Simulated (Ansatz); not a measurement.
Start from `FC1C=C1` and change one atom or group to get `CC1C=C1`.

Ansatz, PBE0-D4/def2-TZVP geometries, multiplicity 1. 

```tsv
property	`FC1C=C1`
size of the dipole moment (B3LYP/def2-TZVPP) / D	2.27
HOMO–LUMO gap (ωB97M-V/def2-TZVPP) / eV	12.57
LUMO energy (PBE/def2-TZVPP) / eV	-1.44
HOMO energy (ωB97M-V/def2-TZVPP) / eV	-10.74
HOMO energy (B3LYP/def2-TZVPP) / eV	-8.20
zero-point energy (PBE0-D4/def2-TZVP) / kJ/mol	129.0
```

**Question.** What does the change do to each property? (An estimate is asked.)

**Answer.** The calculation gave: 
```
                                        property  `CC1C=C1`  shift
size of the dipole moment (B3LYP/def2-TZVPP) / D       0.36  -1.91
         HOMO–LUMO gap (ωB97M-V/def2-TZVPP) / eV      11.70  -0.87
               LUMO energy (PBE/def2-TZVPP) / eV      -0.97   0.47
           HOMO energy (ωB97M-V/def2-TZVPP) / eV      -9.46   1.28
             HOMO energy (B3LYP/def2-TZVPP) / eV      -7.00   1.20
  zero-point energy (PBE0-D4/def2-TZVP) / kJ/mol      221.3   92.3
```

With PBE0 the HOMO rises by 1.22 eV and the LUMO rises by 0.46 eV, so the gap narrows by about 0.76 eV. PBE moves the HOMO by 0.81 eV and ωB97M-V by 1.28 eV. The zero-point energy changes by 92.3 kJ/mol with +9 modes. Dipoles are sizes alone; their direction can turn.

B3LYP here is the variant with VWN-RPA as its local correlation; programs differ in this.
